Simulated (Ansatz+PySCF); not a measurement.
Values are calculated unless marked as measured or tabulated.
## Several solutions for singlet LiH

```tsv
atom	x (Å)	y (Å)	z (Å)
Li	0.0000	0.0000	-0.7989
H	0.0000	0.0000	2.3968
```

Basis set: cc-pVDZ (spherical functions). Charge 0, multiplicity 1.

UHF was run from several starts with Ansatz (development build ahead of 0.2.0) and PySCF 2.14.0.

```json
{"run": "A", "program": "PySCF", "start": "guess 1e, instabilities followed", "converged": "yes", "energy (hartree)": "-7.93527", "<S²>": "0.89"}
{"run": "B", "program": "Ansatz", "start": "stability test followed", "converged": "yes", "energy (hartree)": "-7.93527", "<S²>": "0.89"}
{"run": "C", "program": "PySCF", "start": "program defaults", "converged": "yes", "energy (hartree)": "-7.90345", "<S²>": "0.00"}
{"run": "D", "program": "Ansatz", "start": "search for the lowest state", "converged": "yes", "energy (hartree)": "-7.93527", "<S²>": "0.89"}
{"run": "E", "program": "PySCF", "start": "guess atom, instabilities followed", "converged": "yes", "energy (hartree)": "-7.93527", "<S²>": "0.89"}
{"run": "F", "program": "PySCF", "start": "guess huckel, instabilities followed", "converged": "yes", "energy (hartree)": "-7.93527", "<S²>": "0.89"}
{"run": "G", "program": "PySCF", "start": "guess minao, instabilities followed", "converged": "yes", "energy (hartree)": "-7.93527", "<S²>": "0.89"}
{"run": "H", "program": "Ansatz", "start": "atomic start, no search", "converged": "yes", "energy (hartree)": "-7.90345", "<S²>": "0.00"}
```

Problem. Which runs reached the lowest solution of this kind, and what is wrong with the others?

Solution. A, B, D, E, F, G reached the lowest solution found. Converged but too high: C by 0.87 eV, H by 0.87 eV. Convergence only shows a stationary point, and even a stable one can lie too high; stability tests and further starts are what find lower ones. Caution: the unrestricted determinant is a mixture of spin states.
